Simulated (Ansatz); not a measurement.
**AlH₃NS− (SMILES [NH2][AlH][S-]): functionals against CCSD(T) at one geometry**

One table from this session's results is given with a row withheld; the runs are named, their logs left out.

The runs use Ansatz 0.2.0, Gaussian basis; single points in def2-TZVPPD.

Correlated methods freeze the cores.

## The starting structure

SMILES `[NH2][AlH][S-]`, 6 atoms, charge -1, spin multiplicity 1.

Atoms are counted from 1 here; the program's logs count them from 0.

Bond lengths: N1–Al2 1.815 Å, N1–H4 1.015 Å, N1–H5 1.024 Å, Al2–S3 2.105 Å, Al2–H6 1.632 Å. Angles: Al2–N1–H4 125.2°, Al2–N1–H5 125.7°, H4–N1–H5 109.0°, N1–Al2–S3 130.7°, N1–Al2–H6 101.7°, S3–Al2–H6 127.6°.

Coordinates:

```xyz
6
AlH3NS
N    -0.6691    0.2890   -0.6777
Al    0.5387   -0.2280    0.5752
S     1.4956   -2.0780    0.8780
H    -1.0737    1.2168   -0.7533
H    -1.0230   -0.2922   -1.4425
H     0.7154    1.1388    1.4496
```

The first run:

The input, run/in.yaml:

```yaml
crystal:
  periodic: [false, false, false]
  atoms:
    - {symbol: N, position_ang: [-0.669100, 0.289000, -0.677700]}
    - {symbol: Al, position_ang: [0.538700, -0.228000, 0.575200]}
    - {symbol: S, position_ang: [1.495600, -2.078000, 0.878000]}
    - {symbol: H, position_ang: [-1.073700, 1.216800, -0.753300]}
    - {symbol: H, position_ang: [-1.023000, -0.292200, -1.442500]}
    - {symbol: H, position_ang: [0.715400, 1.138800, 1.449600]}
basis:
  gaussian: {orbitals: "def2-TZVPPD.json"}
total_charge: -1
correlation: {method: ccsd_t}
output: {forces: true}
```

The basis file named in the input lies beside it (Basis Set Exchange, JSON).

No record of the launch command was kept for these runs.

Among the steps run: CCSD(T)/def2-TZVPPD; PBE0-D4/def2-TZVPPD; wB97M-V/def2-TZVPPD; r2SCAN-D4/def2-TZVPPD; PBE-D4/def2-TZVPPD; BLYP-D4/def2-TZVPPD; r2SCANh-D4/def2-TZVPPD.

One table of the session follows, with a row left open; its other results are not shown here.

| method | RMS force component (eV/Å) | angle to CCSD(T) forces (°) |
| --- | --- | --- |
| CCSD(T) | 0.278 | reference |
| PBE0-D4 | 0.290 | 16.4 |
| wB97M-V | 0.304 | 14.7 |
| r2SCAN-D4 | 0.264 | 13.3 |
| PBE-D4 | ? | ? |
| BLYP-D4 | 0.225 | 26.4 |
| r2SCANh-D4 | 0.298 | 17.2 |

Estimate the missing values for PBE-D4.

The run gave: RMS force component (eV/Å): 0.201; angle to CCSD(T) forces (°): 24.2. In the column «RMS force component (eV/Å)» it is the lowest.
